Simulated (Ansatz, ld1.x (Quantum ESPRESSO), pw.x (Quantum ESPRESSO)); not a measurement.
**pw.x on bcc Re: one setting changed**

Potential: PAW, ld1.x (Quantum ESPRESSO) 7.5, PBEsol; core [Kr] 4d10 4f14, reference 5s2 5p6 5d5 6s1 6p0; waves: 5s (bound): rcut 1.40, rcutus 1.55 bohr; 6s (bound): rcut 1.40, rcutus 1.55 bohr; 5p (bound): rcut 1.85, rcutus 2.50 bohr; 6p (bound, empty): rcut 1.85, rcutus 2.50 bohr; 5d (bound): rcut 2.40, rcutus 2.55 bohr; 5d channel at -0.1 Ry: rcut 2.40, rcutus 2.55 bohr; local part: all-electron potential smoothed inside 2.05 bohr (lloc = -2); core correction: Bessel-smoothed model core inside 1.55 bohr; augmentation: BESSEL, radius 1.55 bohr.

The reference run (k-mesh 15³, cutoffs 50/400 Ry, Fermi–Dirac 0.01 Ry, mixing_beta 0.4, conv_thr 1e-9, no spin) gives 2.59 GPa at 14.678 Å³/atom, where all-electron LAPW gives 0.85 GPa. This run, with its own iteration cap, changes conv_thr to 1e-06.

```
&control
  calculation='scf', prefix='x', pseudo_dir='./', outdir='./tmp', tstress=.true., disk_io='none'
/
&system
  ibrav=0, nat=1, ntyp=1, ecutwfc=50, ecutrho=400, nbnd=15,
  occupations='smearing', smearing='fd', degauss=0.01
/
&electrons
  conv_thr=1e-06, mixing_beta=0.4, electron_maxstep=50
/
ATOMIC_SPECIES
Re 1.0 Re.UPF
CELL_PARAMETERS angstrom
  -1.54241875 1.54241875 1.54241875
  1.54241875 -1.54241875 1.54241875
  1.54241875 1.54241875 -1.54241875
ATOMIC_POSITIONS crystal
Re 0.0000 0.0000 0.0000
K_POINTS automatic
15 15 15 0 0 0
```

```bash
pw.x < Re.scf.in > Re.scf.out
```

Q: How does the run end?

A: It converges in 8 iterations; the free energy moves by +0.0 meV/atom and the pressure by -0.28 GPa.

```
Message from routine setup:
     using ibrav=0 with symmetry is DISCOURAGED, use correct ibrav instead
     lattice parameter (alat)  =       5.0485  a.u.
     unit-cell volume          =      99.0521 (a.u.)^3
     number of electrons       =        15.00
     number of Kohn-Sham states=           15
     kinetic-energy cutoff     =      50.0000  Ry
     charge density cutoff     =     400.0000  Ry
     scf convergence threshold =      1.0E-06
     Exchange-correlation= SLA  PW   PSX  PSC
     number of k points=   120  Fermi-Dirac smearing, width (Ry)=  0.0100
     iteration #  1     ecut=    50.00 Ry     beta= 0.40
     total energy              =    -785.82778150 Ry
     estimated scf accuracy    <       1.40843151 Ry
     iteration #  2     ecut=    50.00 Ry     beta= 0.40
     total energy              =    -785.92631256 Ry
     estimated scf accuracy    <       0.08602631 Ry
     iteration #  3     ecut=    50.00 Ry     beta= 0.40
     total energy              =    -785.97463652 Ry
     estimated scf accuracy    <       0.00882810 Ry
     iteration #  4     ecut=    50.00 Ry     beta= 0.40
     total energy              =    -785.97866838 Ry
     estimated scf accuracy    <       0.00217428 Ry
     iteration #  5     ecut=    50.00 Ry     beta= 0.40
     total energy              =    -785.98063676 Ry
     estimated scf accuracy    <       0.00006943 Ry
     iteration #  6     ecut=    50.00 Ry     beta= 0.40
     total energy              =    -785.98083169 Ry
     estimated scf accuracy    <       0.00002944 Ry
     iteration #  7     ecut=    50.00 Ry     beta= 0.40
     total energy              =    -785.98083347 Ry
     estimated scf accuracy    <       0.00000182 Ry
     iteration #  8     ecut=    50.00 Ry     beta= 0.40
     the Fermi energy is    22.9739 ev
!    total energy              =    -785.98083394 Ry
     estimated scf accuracy    <       0.00000010 Ry
     smearing contrib. (-TS)   =      -0.00509193 Ry
     convergence has been achieved in   8 iterations
          total   stress  (Ry/bohr**3)                   (kbar)     P=       23.11
     Message from routine punch:
     Nothing written, as per user request (disk_io='none')
```

The run took about 15 s on one core of a shared host (Neoverse-V2, 96 threads, 742 GiB, load 37).
